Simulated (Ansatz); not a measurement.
Relaxation of H7NOSi (10 atoms, charge 0, multiplicity 1), to a largest force component of 0.03 eV/Å in at most 50 steps.

Level of theory: RKS r2SCAN-D4/def2-SVP in Ansatz 0.2.0.

```xyz
10
Properties=species:S:1:pos:R:3
Si -0.119 0.066 0.105
O -0.356 -0.018 1.765
H -1.063 0.551 2.092
H 1.302 0.362 -0.218
H -0.953 1.209 -0.393
H -0.574 -1.155 -0.617
N 1.502 -2.262 1.173
H 0.693 -2.612 0.666
H 2.066 -1.716 0.526
H 1.151 -1.626 1.911
```

Q: Where does it end, and by what steps?

A: It converged. The force dipped under the threshold on the way, but the program's further checks kept it going. After 20 steps the energy has fallen by 0.066 eV; H9 moved furthest, 0.35 Å.

| step | energy less start (eV) | largest force component (eV/Å) | accepted |
| --- | --- | --- | --- |
| 0 | 0.0000 | 0.655 | yes |
| 1 | -0.0489 | 0.339 | yes |
| 2 | -0.0487 | 0.218 | no |
| 3 | -0.0546 | 0.082 | yes |
| 4 | -0.0556 | 0.063 | yes |
| 5 | -0.0561 | 0.039 | yes |
| 6 | -0.0568 | 0.090 | yes |
| 7 | -0.0574 | 0.123 | yes |
| 8 | -0.0580 | 0.141 | yes |
| 9 | -0.0588 | 0.139 | yes |
| 10 | -0.0597 | 0.182 | yes |
| 11 | -0.0609 | 0.153 | yes |
| 12 | -0.0609 | 0.265 | no |
| 13 | -0.0625 | 0.051 | yes |
| 14 | -0.0644 | 0.051 | yes |
| 15 | -0.0650 | 0.089 | yes |
| 16 | -0.0628 | 0.449 | no |
| 17 | -0.0656 | 0.026 | yes |
| 18 | -0.0658 | 0.068 | yes |
| 19 | -0.0660 | 0.031 | yes |
| 20 | -0.0661 | 0.007 | yes |

```xyz
10
Properties=species:S:1:pos:R:3
Si -0.215 0.248 0.020
O -0.216 0.202 1.693
H -1.077 0.247 2.125
H 1.200 0.416 -0.401
H -1.023 1.408 -0.472
H -0.787 -0.991 -0.592
N 1.565 -2.394 1.334
H 0.890 -2.773 0.669
H 2.250 -1.888 0.772
H 1.062 -1.677 1.861
```

Whether the end is a true minimum wasn't checked by a vibrational analysis.

Run time: 42 s on 2 threads of Arm Neoverse V2 (shared host), peak memory 0.14 GiB.
